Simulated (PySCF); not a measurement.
Ionisation energies (eV) were calculated with PySCF 2.14 by UHF, MP2 (valence), PBE, in another order, as differences of total energies without spin-orbit coupling. The measured values are between term centres (NIST).

| species | measured | A | B | C |
| --- | --- | --- | --- | --- |
| P (aug-cc-pwCVDZ, non-relativistic) | 10.526 | 10.506 | 10.400 | 9.936 |
| Ga+ (aug-cc-pwCVDZ-PP with ECP10MDF, ECP) | 20.515 | 20.684 | 19.442 | 18.758 |
| As (aug-cc-pwCVDZ-PP with ECP10MDF, ECP) | 10.008 | 9.852 | 9.814 | 9.425 |
| Br (aug-cc-pwCVDZ-PP with ECP10MDF, ECP) | 11.844 | 11.775 | 11.413 | 10.741 |
| Rh (aug-cc-pwCVDZ-PP with ECP28MDF, ECP) | 7.479 | 7.910 | 7.253 | 6.314 |
| Cd+ (aug-cc-pwCVDZ-PP with ECP28MDF, ECP) | 16.908 | 17.424 | 16.739 | 15.566 |
| Tl (aug-cc-pwCVDZ-PP with ECP60MDF, ECP) | 5.464 | 5.412 | 5.137 | 5.001 |
| Pb+ (aug-cc-pwCVDZ-PP with ECP60MDF, ECP) | 13.869 | 13.688 | 13.324 | 13.179 |

Q: Which column is which method?

A: A is PBE (mean error 0.08 eV); B is MP2 (valence) (mean error -0.39 eV); C is UHF (mean error -0.96 eV). PBE, with gradient corrections, lies close to experiment on average, with errors of both signs. Valence MP2 in a finite basis recovers only part of the missing correlation, so it stays below experiment on average. Hartree-Fock lacks the correlation of the electron removed and comes out lowest.
